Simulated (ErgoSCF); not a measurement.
# P2H2 (SMILES [H]/P=P/[H]), run twice

Aim: a single-point energy of P2H2 at B1LYP/4-31G (Cartesian functions).

The calculation is run with ErgoSCF 3.8.

7 further runs of the same task are left out: 1 that didn't finish, 6 set aside as unsound or not needed.

## 1. Starting point

The species is P2H2 (4 atoms), meant as a singlet with charge 0. As SMILES, `[H]/P=P/[H]`. The coordinates come from a GFN2-xTB relaxation.

Bond lengths: P1–P2 2.016 Å, P1–H3 1.403 Å, P2–H4 1.403 Å. Angles: P1–P2–H4 94.8°, P2–P1–H3 94.8°.

## 2. First attempt

Contents of input.ego:

```
set_nthreads("env")
molecule_inline
P   -0.04605263  -1.89658583   0.16695730
P    0.04614711   1.89641576  -0.16678723
H    1.96013732  -2.01741492   1.89600002
H   -1.96023181   2.01758499  -1.89617009
EOF
tmpdir = "."
basis = "4-31G"
scf.output_mulliken_pop = 1
scf.max_number_of_iterations = 83
use_6_d_functions = 1
run "SCAN"
```

On the command line:

```
$ ergo < input.ego
```

Standard output:

```text
INMA ERGO version 3.8
INMA P (charge=15.0) -0.046053 -1.896586 0.166957
INMA P (charge=15.0) 0.046147 1.896416 -0.166787
INMA H (charge=1.0) 1.960137 -2.017415 1.896000
INMA H (charge=1.0) -1.960232 2.017585 -1.896170
INMA  basis := 4-31G
INMA Basis really set to 4-31G
INMA  output_mulliken_pop := 1
INMA  max_number_of_iterations := 83
INMA  use_6_d_functions := 1
INMA running SCAN
ERMA error in dft_setfunc
```

Standard output:

```text
Inline main molecule with 4 atoms.
line 13: RUN failed
line 13: Aborted.
```

Wall time 0.98 s (1 thread of Intel Xeon at 2.50GHz (Skylake/Cascade Lake), shared host).

## 3. Diagnosis

The program refused the input.

The telling line is `ERMA error in dft_setfunc`. Cause: the input names a functional that the program doesn't know. To mend it: functional B1LYP in place of SCAN.

## 4. The mended input

Contents of job.ego:

```
set_nthreads("env")
molecule_inline
P     -0.04605263    -1.89658583     0.16695730
P      0.04614711     1.89641576    -0.16678723
H      1.96013732    -2.01741492     1.89600002
H     -1.96023181     2.01758499    -1.89617009
EOF
scf.output_mulliken_pop = 1
tmpdir = "."
scf.max_number_of_iterations = 80
basis = "4-31G"
use_6_d_functions = 1
run "Combine hf=0.25 slater=0.75 becke=0.75 lyp=1"
```

On the command line:

```
$ ergo job.ego
```

Standard output:

```text
[...]
INMA  use_6_d_functions := 1
[...]
INSC Energy   1 =       -515.30993117380
[...]
INDE PURIFICATION CONVERGED after 44 iterations
[...]
INDE PURIFICATION CONVERGED after 37 iterations
[...]
INDE PURIFICATION CONVERGED after 37 iterations
[...]
INDE PURIFICATION CONVERGED after 37 iterations
[...]
INDE E(LUMO) - E(HOMO) <=          0.18301286322 =          4.98003373273 eV
[...]
INSC Energy  11 =       -682.63519240439  ( diff     -0.000000000000341 )
[...]
RESC CONVERGED after  11 iterations.
RESC FINAL ENERGY:       -682.63519240439
[...]
INSC SCF: dipole_moment_x [atomic units] =       0.00003440
INSC SCF: dipole_moment_y [atomic units] =      -0.00000253
INSC SCF: dipole_moment_z [atomic units] =       0.00002594
[...]
```

It took 5.1 s on 1 thread of Intel Xeon at 2.50GHz (Skylake/Cascade Lake), shared host.

## 5. Summary of results

At B1LYP/4-31G (Cartesian functions):

| quantity | value |
| --- | --- |
| total energy | -682.63519 Eh |
| dipole moment | 0.00 D |

**Reading.** Mulliken charges run from -0.18 on P1 to +0.18 on H3.
